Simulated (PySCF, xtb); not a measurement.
Ranking isomers of CH2ClSi

3 gas-phase structures of CH2ClSi, found in a search over its isomers (lower ones may exist). Each was relaxed with GFN2-xTB:

A. a doublet given by its coordinates
B. a doublet given by its coordinates
C. `[H]/[C]=[SiH]/Cl`, a doublet

B (Å):

```xyz
5

C     0.3116    0.4098    0.8175
Cl    0.8716   -2.1997   -1.0385
Si    0.0295   -0.3482   -0.7767
H     0.0950   -0.1880    1.6967
H     0.0394    1.4465    0.9557
```

Close contacts (Å): C1–Si3 1.79, Cl2–Si3 2.05, C1–H4 1.09, C1–H5 1.08.

A (Å):

```tsv
atom	x (Å)	y (Å)	z (Å)
C	0.2425	0.2855	0.8301
Cl	-0.2850	0.4970	-0.8785
Si	0.9735	-1.5417	0.8707
H	-0.6396	0.4529	1.4510
H	0.9616	1.0813	1.0343
```

Close contacts (Å): C1–Cl2 1.80, C1–Si3 1.97, C1–H4 1.09, C1–H5 1.09.

**Question.** Estimate their order in r2SCAN-D4/def2-SVP energy at these geometries, lowest first.

**Answer.** Calculated order at r2SCAN-D4/def2-SVP: B (0.0), A (29.1), C (37.0) kcal/mol.

Energies above the lowest of each column, in kcal/mol; the last columns are at B3LYP/6-31G* geometries (a dash: not run or not comparable):

```csv
structure,GFN2-xTB,HF/STO-3G,r2SCAN-D4/def2-SVP,B3LYP/6-31G*,CCSD(T)/def2-SVP
B,0.0,0.0,0.0,0.0,0.0
A,19.0,25.9,29.1,26.4,25.9
C,13.9,66.1,37.0,49.4,–
```

Every level run on B puts it lowest or level with the lowest. Open shells are spin-unrestricted, some with notable spin contamination. Large T1 diagnostics make some coupled-cluster values less sure.

Programs: PySCF 2.14.0, xtb 6.7.1 (Pople sets with spherical d functions).
